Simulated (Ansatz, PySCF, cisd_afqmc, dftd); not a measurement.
System: H$_{2}$O, charge 0, singlet. H2O (SMILES O).
B3LYP-D3(BJ)/def2-TZVP minimum from Ansatz (a quantum-chemistry and plane-wave program):
```xyz
3

O      0.0070     0.0013     0.1167
H     -0.0500     0.7593    -0.4742
H     -0.0062    -0.7700    -0.4592
```
Charge 0, spin multiplicity 1.

Quantity: enthalpy of formation at 298 K (by atomisation, with ideal-gas terms from PySCF's Hessian at B3LYP-D3(BJ)/def2-TZVP and the atoms' measured values of the G2/97 table; no spin-orbit terms), in kcal/mol. UHF or UKS for unpaired electrons; spin-orbit terms are left out. Correlated methods leave the cores frozen. Rows without X2C or -DK are non-relativistic. The Monte Carlo rows (phaseless AFQMC, CISD trial, step 0.005/hartree) carry one-sigma bars that omit the constraint's bias. Outlying blocks are dropped, and bars are widened where a walk drifts. Over all cases where full CI ran beside it in this data, AFQMC minus full CI had a median of +0.1 mEh and passed +0.4 mEh in a tenth of the cases. CBS(X,Y): correlation extrapolated as X^-3, Hartree-Fock from the larger set (Q,5: extrapolated as (X+1)exp(-9√X)). A bracket is a step between two methods taken in the basis named. The functionals are non-relativistic, so their misses hold any scalar relativity. Double hybrids freeze cores in their MP2 part. '+ core + X2C': CCSD(T) terms for core correlation (cc-pwCVTZ) and scalar relativity (cc-pVTZ-DK). Full CI freezes restricted core orbitals, also for open shells; the composite that ends in it estimates full CI at the basis-set limit. For partners of very few electrons the exact lower level stands in for a higher one.

Measured: -57.8 kcal/mol, -241.8 kJ/mol (Active Thermochemical Tables 1.112 (ions: stationary electron), as tabulated in the package chemicals); atomic spin-orbit terms, which the calculations lack, would raise the computed values.

```json
[
 {"level": "HF/cc-pVDZ", "program": "Ansatz", "enthalpy of formation at 298 K (kcal/mol)": "26.9", "error against that value": "84.7"},
 {"level": "PBE-D3(BJ)/def2-TZVPD", "program": "Ansatz + dftd3", "enthalpy of formation at 298 K (kcal/mol)": "-58.3", "error against that value": "-0.5"},
 {"level": "PBE0/def2-TZVPD", "program": "Ansatz", "enthalpy of formation at 298 K (kcal/mol)": "-50.8", "error against that value": "7.0"},
 {"level": "r2SCANh-D4/def2-TZVPD", "program": "Ansatz + dftd4", "enthalpy of formation at 298 K (kcal/mol)": "-51.2", "error against that value": "6.6"},
 {"level": "B2PLYP-D4/def2-TZVPD", "program": "Ansatz + dftd4", "enthalpy of formation at 298 K (kcal/mol)": "-52.5", "error against that value": "5.3"},
 {"level": "CCSD(T)/cc-pVDZ", "program": "Ansatz", "enthalpy of formation at 298 K (kcal/mol)": "-33.8", "error against that value": "24.0"},
 {"level": "CCSD(T)/CBS(cc-pVTZ,cc-pVQZ)", "program": "Ansatz", "enthalpy of formation at 298 K (kcal/mol)": "-57.7", "error against that value": "0.1"},
 {"level": "CCSDT(Q)/cc-pVDZ", "program": "Ansatz", "enthalpy of formation at 298 K (kcal/mol)": "-34.1", "error against that value": "23.7"},
 {"level": "AFQMC/CISD/cc-pVTZ", "program": "cisd_afqmc", "enthalpy of formation at 298 K (kcal/mol)": "-50.2 ± 0.3", "error against that value": "7.6"},
 {"level": "FCI/cc-pVDZ", "program": "Ansatz", "enthalpy of formation at 298 K (kcal/mol)": "-34.1", "error against that value": "23.7"},
 {"level": "CCSD(T)/CBS(cc-pVQZ,cc-pV5Z) + [CCSDTQ - CCSD(T)]/cc-pVTZ + core + X2C", "program": "Ansatz", "enthalpy of formation at 298 K (kcal/mol)": "-58.2", "error against that value": "-0.4"},
 {"level": "CCSD(T)/CBS(cc-pVQZ,cc-pV5Z) + [CCSDT(Q) - CCSD(T)]/cc-pV5Z + [FCI - CCSDT(Q)]/cc-pVDZ + core + X2C", "program": "Ansatz", "enthalpy of formation at 298 K (kcal/mol)": "-58.2", "error against that value": "-0.4"}
]
```
